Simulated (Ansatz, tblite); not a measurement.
# (NaH)2 ring (Na2H2): rung by rung

How do method and basis change the picture of (NaH)2 ring (Na2H2) (singlet)?

Method: as each input shows; program: Ansatz 0.2.0, Gaussian basis.

Plan: GFN1-xTB, GFN2-xTB, PBE-D4/def2-TZVP, r2SCAN-D4/def2-TZVP, ωB97X-V/def2-TZVP, r2SCAN0-D4/def2-TZVP, B3LYP-D4/def2-TZVP, BHLYP-D4/def2-TZVP, CAM-B3LYP-D4/def2-TZVP, B2PLYP/def2-TZVP, BLYP-D4/def2-TZVP, PBE-D4/def2-SVP, PBE0-D4/def2-SVP, HF/STO-3G, HF/6-31G, B3LYP-D4/6-31G, CCSD(T)/def2-TZVPP, MP2/def2-TZVP, RPA/def2-TZVP.

## Step 1: The relaxed structure

The singlet was relaxed beforehand with PBE0-D4/def2-TZVP.

4 atoms, charge 0, spin multiplicity 1.

Bond lengths: Na1–H2 2.101 Å, Na1–Na3 2.805 Å, Na1–H4 2.101 Å, H2–Na3 2.101 Å, Na3–H4 2.100 Å. Angles: H2–Na1–Na3 48.1°, H2–Na1–H4 96.2°, Na3–Na1–H4 48.1°, Na1–H2–Na3 83.8°, Na1–Na3–H2 48.1°, Na1–Na3–H4 48.1°, H2–Na3–H4 96.2°, Na1–H4–Na3 83.8°.

Coordinates:

```xyz
4

Na    1.0897    0.6244   -0.6248
H    -0.6906    1.3907    0.1849
Na   -1.0899   -0.6245    0.6243
H     0.6908   -1.3905   -0.1844
```

PBE0-D4/def2-TZVP was run before; its log isn't repeated, and its numbers join the tables.

## Step 2: GFN1-xTB

Tight binding, by tblite at 300 K electronic temperature and without a spin-polarisation term:

```python
tblite.interface.Calculator('GFN1-xTB', numbers, positions, charge=0, uhf=0).singlepoint()
```

Energy -46.0632 eV, HOMO -9.94 eV, LUMO -5.19 eV; 0.007 s.

## Step 3: GFN2-xTB

Tight binding, by tblite at 300 K electronic temperature and without a spin-polarisation term:

```python
tblite.interface.Calculator('GFN2-xTB', numbers, positions, charge=0, uhf=0).singlepoint()
```

Energy -40.0306 eV, HOMO -8.85 eV, LUMO -5.60 eV; 0.004 s.

## Step 4: PBE-D4/def2-TZVP

start.molden holds the orbitals of an earlier run on this state, given as this run's starting guess.

in.yaml

```yaml
crystal:
  periodic: [false, false, false]
  atoms:
    - {symbol: Na, position_ang: [1.089681, 0.624357, -0.624837]}
    - {symbol: H, position_ang: [-0.690587, 1.390665, 0.184871]}
    - {symbol: Na, position_ang: [-1.089920, -0.624521, 0.624350]}
    - {symbol: H, position_ang: [0.690816, -1.390501, -0.184394]}
basis:
  gaussian: {orbitals: def2-TZVP, initial_orbitals: start.molden}
hamiltonian: {xc: pbe, dispersion: d4}
scf: {omitted_lower_state_checks: [starts]}
output: {orbitals: {seedname: orbitals}}
```

Command:

```bash
$ ansatz run in.yaml --threads 4 --pin off --events-out ev --progress --plain --max-ram 3916MiB
```

The runs that follow: r2SCAN-D4/def2-TZVP; ωB97X-V/def2-TZVP; r2SCAN0-D4/def2-TZVP; B3LYP-D4/def2-TZVP; BHLYP-D4/def2-TZVP; CAM-B3LYP-D4/def2-TZVP; B2PLYP/def2-TZVP; BLYP-D4/def2-TZVP; PBE-D4/def2-SVP; PBE0-D4/def2-SVP; HF/STO-3G; HF/6-31G; B3LYP-D4/6-31G; CCSD(T)/def2-TZVPP; MP2/def2-TZVP; RPA/def2-TZVP.

**Question.** What will the summary of the whole plan be? Wanted: gap in def2-TZVP, named functionals, smallest and largest; correlation energy, CCSD(T)/def2-TZVPP; correlation energy, MP2/def2-TZVP; PBE0 total energy, smallest basis above largest.

The runs gave:

| quantity | value |
| --- | --- |
| gap in def2-TZVP, named functionals, smallest and largest | 2.62 eV (BLYP-D4), 7.75 eV (ωB97X-V) |
| correlation energy, CCSD(T)/def2-TZVPP | -11.22 eV |
| correlation energy, MP2/def2-TZVP | -10.15 eV |
| PBE0 total energy, smallest basis above largest | 3.36 eV (def2-SVP, def2-TZVP) |

Over the named functionals in def2-TZVP the gap runs from 2.62 eV (BLYP-D4) to 7.75 eV (ωB97X-V); exact exchange widens it.
